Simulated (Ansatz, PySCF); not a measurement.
Species: Na2 (charge 0, singlet). 
Geometry from a B3LYP-D3(BJ)/def2-TZVP (Ansatz, an electronic-structure program) optimisation:
```
Na
Na 1 3.0545
```

Total electronic energies in hartree. Cores are frozen in the correlated levels unless marked. Spin-orbit coupling is left out. No relativistic terms. CBS marks a two-point X^-3 extrapolation of the correlation energy; Hartree-Fock from the larger set. The program attaches cautions to a run behind HF/STO-3G: other roots. The program attaches cautions to a run behind SCS-MP2/STO-3G: other roots. The program attaches cautions to a run behind CCSD/STO-3G: other roots.

The Hartree-Fock reference is unstable (checked in the largest basis), which strains HF and MP2. 

```
level                                        program  energy (Eh)
------------------------------------  --------------  -----------
HF/STO-3G                                     Ansatz   -319.32428
HF/def2-TZVPP                                 Ansatz   -323.70271
RI-HF/def2-QZVPPD                             Ansatz   -323.71653
BLYP-D4/def2-TZVPD                    Ansatz + dftd4   -324.58481
BLYP/def2-TZVPD                               Ansatz   -324.58398
TPSSh/def2-TZVPD                               PySCF   -324.59161
HSE06-D4/def2-TZVPD                   Ansatz + dftd4   -324.36674
LC-wPBE/def2-TZVPD                            Ansatz          [?]
wB97M-V/def2-TZVPD                            Ansatz   -324.54347
MP2/def2-SVP                                  Ansatz   -323.60025
RI-MP2/CBS(def2-TZVPP,def2-QZVPP)             Ansatz    -323.7369
SCS-MP2/STO-3G                                Ansatz   -319.36301
SCS-MP2/def2-TZVPP                            Ansatz   -323.72386
CCSD/STO-3G                                   Ansatz   -319.37824
CCSD(T)/CBS(def2-TZVPPD,def2-QZVPPD)          Ansatz    -323.7443
```

What belongs in the gaps?


- LC-wPBE/def2-TZVPD, energy (Eh): -324.43569
